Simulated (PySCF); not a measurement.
Consider acrylic acid, `C=CC(=O)O` (C3H4O2). Non-hydrogen atoms are numbered in `[CH2:1]=[CH:2][C:3](=[O:4])[OH:5]`.

Computed at ωB97X-D3(BJ)/ma-def2-TZVP // PBE0-D3(BJ)/ma-def2-SVP with PySCF (density fitting, grid level 2). The prefix ma- adds one diffuse s and one diffuse p function on all atoms but H. Thermal corrections: PBE0-D3(BJ)/ma-def2-SVP frequencies, unscaled, ideal gas at 298.15 K and 1 bar, quasi-RRHO entropy.

Question: Rank these of its positions by gas-phase deprotonation enthalpy, most acidic first.
A. C1 (alkene carbon)
B. C2 (alkene carbon)
C. O5 (acid OH oxygen)

Answer: C (1445 kJ/mol), B (1610 kJ/mol), A (1641 kJ/mol).

Question: For C2 (alkene carbon), what are ΔE (electronic) and ΔG(298 K) of the loss of the proton?

Answer: ΔE = 1642 and ΔG = 1577 kJ/mol, beside ΔH = 1610 kJ/mol. The product is `C=[C-]C(=O)O`.

Question: Of those listed, which site of deprotonation is favoured in water (IEF-PCM), and by how much?

Answer: O5 (acid OH oxygen), by 179 kJ/mol over C2 (alkene carbon); the gas phase favours the same one.

Note: one E/Z form of each vinyl-type anion was tried, and another may lie lower.
